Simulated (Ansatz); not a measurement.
SiH3(NHMe) (CH₇NSi). Total charge 0; singlet. Geometry PBE0-D4/def2-TZVP, basis def2-TZVP, Ansatz.

```csv
atom,x (Å),y (Å),z (Å)
Si1,0.9782,-0.2778,-0.9658
H2,1.3596,0.5785,-2.1190
H3,2.1816,-0.5367,-0.1219
H4,0.5286,-1.6108,-1.4641
N5,-0.2515,0.5529,-0.1193
C6,-0.9252,0.0719,1.0634
H7,-0.5621,1.4493,-0.4506
H8,-2.0011,-0.0664,0.9050
H9,-0.5181,-0.9011,1.3508
H10,-0.7899,0.7402,1.9216
```

```json
{"run": "A", "HOMO (eV)": "-5.59", "LUMO (eV)": "0.16"}
{"run": "B", "HOMO (eV)": "-5.32", "LUMO (eV)": "-0.35"}
{"run": "C", "HOMO (eV)": "-6.10", "LUMO (eV)": "0.43"}
{"run": "D", "HOMO (eV)": "-6.47", "LUMO (eV)": "0.23"}
{"run": "E", "HOMO (eV)": "-9.03", "LUMO (eV)": "2.04"}
{"run": "F", "HOMO (eV)": "-6.68", "LUMO (eV)": "0.49"}
```

B3LYP takes the VWN-RPA correlation.

**Question.** The runs used B3LYP, PBE, PBE0, r2SCAN, r2SCANh, ωB97M-V. Estimate which is which.

**Answer.** A r2SCAN (0 % exact exchange); B PBE (0 % exact exchange); C r2SCANh (10 % exact exchange); D B3LYP (20 % exact exchange); E ωB97M-V (range-separated); F PBE0 (25 % exact exchange). Exact exchange lowers occupied and raises empty levels; among semilocal functionals meta-GGAs tend to open the gap a little, and such runs are hard to tell apart. The gap grows from 4.98 eV (PBE) to 11.07 eV (ωB97M-V).
